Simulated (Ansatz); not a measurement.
# SiNH5 (singlet): the correlation ladder at distance N1–H4 along a hydrogen transfer = 1.012 Å, cc-pVDZ

One table from this session's results is given with a row withheld; the runs are named, their logs left out.

Computed with Ansatz 0.2.0, Gaussian basis. Level: cc-pVDZ, core rule «outside noble gas», up to 6 orbitals frozen.

The runs, in order: UHF; CCSD(T) on RHF; CCSD(T) on UHF; BCCD(T) on RHF; CISD; CCSDT(Q) on RHF; CASSCF and NEVPT2, 2 electrons in 2 orbitals; CASSCF and NEVPT2, 8 electrons in 8 orbitals.

10 further runs of the same task are left out: 2 for a mislabelled method, 8 that didn't finish.

## What is computed

The geometry derives from fragments relaxed apart (PBE0/def2-TZVP) and kept rigid, so it is no stationary point. A hydrogen atom is moved between rigid fragments.

7 atoms, charge 0, spin multiplicity 1.

Atoms are counted from 1 here; the program's logs count them from 0.

Bond lengths: N1–H2 1.012 Å, N1–H3 1.012 Å, N1–H4 1.012 Å, Si5–H6 1.526 Å, Si5–H7 1.526 Å. Angles: H2–N1–H3 107.1°, H2–N1–H4 107.1°, H3–N1–H4 107.1°, H6–Si5–H7 91.2°.

Set-up of the first run:

in.yaml

```yaml
crystal:
  periodic: [false, false, false]
  atoms:
    - {symbol: N, position_ang: [-2.036689, 0.025300, -0.018825]}
    - {symbol: H, position_ang: [-2.333969, 0.993134, -0.018825]}
    - {symbol: H, position_ang: [-2.333968, -0.376999, 0.861435]}
    - {symbol: H, position_ang: [-1.024229, 0.025300, -0.018825]}
    - {symbol: Si, position_ang: [1.097311, 0.025300, -0.018825]}
    - {symbol: H, position_ang: [1.709491, -0.848984, 1.071187]}
    - {symbol: H, position_ang: [1.709491, -0.848984, -1.108837]}
basis:
  gaussian: {orbitals: cc-pVDZ}
magnetization: {spin_polarized: true, initial_magnetization: 0}
hamiltonian: {xc: hf}
output: {orbitals: {seedname: orbitals}}
```

The run is started by

```sh
ansatz run in.yaml --threads 1 --pin off --events-out ev --progress --plain --max-ram 2393MiB
```

Among the steps run: UHF; CCSD(T) on RHF; CCSD(T) on UHF; BCCD(T) on RHF; CISD; CCSDT(Q) on RHF; CASSCF and NEVPT2, 2 electrons in 2 orbitals; CASSCF and NEVPT2, 8 electrons in 8 orbitals.

One table of the session follows, with a row left open; its other results are not shown here.

| method | from RCCSDT(Q) (kJ/mol) |
| --- | --- |
| RHF | ? |
| UHF | +865.9 |
| RMP2 | +134.7 |
| UMP2 | +148.5 |
| CISD | +106.4 |
| RCCSD | +22.4 |
| UCCSD | +23.5 |
| RCCSD(T) | +3.8 |
| UCCSD(T) | +4.7 |
| BCCD(T) | +3.8 |
| RCCSDT | +1.3 |
| RCCSDT(Q) | 0 |
| CASSCF pair | +822.8 |
| NEVPT2 pair | +130.0 |

Estimate the missing values for RHF.

**Answer.** from RCCSDT(Q) (kJ/mol): +872.8. In the column «from RCCSDT(Q) (kJ/mol)» it is the highest.

Left out of the table: CASSCF frontier, NEVPT2 frontier (the active space lost an orbital or holds another state than full CI finds).

To keep in mind: Warnings: restricted reference is unstable; spin contamination. Restricted and unrestricted rows rest on different reference determinants; where their highest levels disagree by more than a few hundredths of an eV, they describe different states and don't form one ladder. Warnings in the runs' records: passed over end.
